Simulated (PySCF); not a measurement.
fluorine (F2), SMILES FF.

The structure is a stationary point at B3LYP-D3(BJ)/def2-TZVPD.

All values below come from PySCF with HF/def2-TZVPD.

The molecule is in vacuum.

Computed frontier levels, gap, dipole moment and polarisability:
```
Item                                                                                                            Value
---------------------------------------------------------------------------------------------  ----------------------
highest occupied level                                                                                      -18.08 eV
lowest empty level                                                                                            1.79 eV
orbital gap                                                                                                  19.87 eV
dipole moment                                                                                                  0.00 D
quadrupole, principal values (traceless, Buckingham form, about the centre of nuclear charge)  -0.34, -0.34, 0.68 D·Å
mean static polarisability                                                                        8.4 bohr³ (1.24 Å³)
polarisability, principal values                                                                 5.5, 5.5, 14.1 bohr³
```
